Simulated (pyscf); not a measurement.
F–SiH(F)–F + hydrogen fluoride (HF) → hydrogen fluoride (HF) + F–SiH(F)–F (four-centre exchange; singlet surface; F–Si, F–H broken, F–H, F–Si formed). Optimised with ωB97X-D3(BJ)/def2-SVP in PySCF. MP2 and CC: frozen core, UHF for open shells. ΔMP2 is the change of the MP2 total energy from the triple- to the quadruple-zeta basis. Energies in kcal/mol from the separated reactants.

```csv
level,barrier,reaction energy
PBE/def2-TZVP,22.3,0.0
r²SCAN/def2-TZVP,23.4,0.0
PBE0-D3(BJ)/def2-TZVP,25.1,0.0
HF/def2-TZVP,43.3,0.0
MP2/def2-QZVPP,29.0,0.0
CCSD(T)/def2-TZVPP,(withheld),0.0
CCSD(T)/def2-TZVPP + ΔMP2(QZVPP),(withheld),0.0
```

What belongs in the gaps?


- CCSD(T)/def2-TZVPP, barrier: 29.2
- CCSD(T)/def2-TZVPP + ΔMP2(QZVPP), barrier: 29.5

Of the functionals in the table, PBE0-D3(BJ) is closest to CCSD(T)/def2-TZVPP + ΔMP2(QZVPP) in the barrier (4.4 kcal/mol apart) and PBE least close (7.2 kcal/mol); that level has limits of its own. This is the saddle that the search found; another between the same sides may lie lower. The CCSD(T) − MP2 part came from Ansatz, without density fitting, on the same reference.
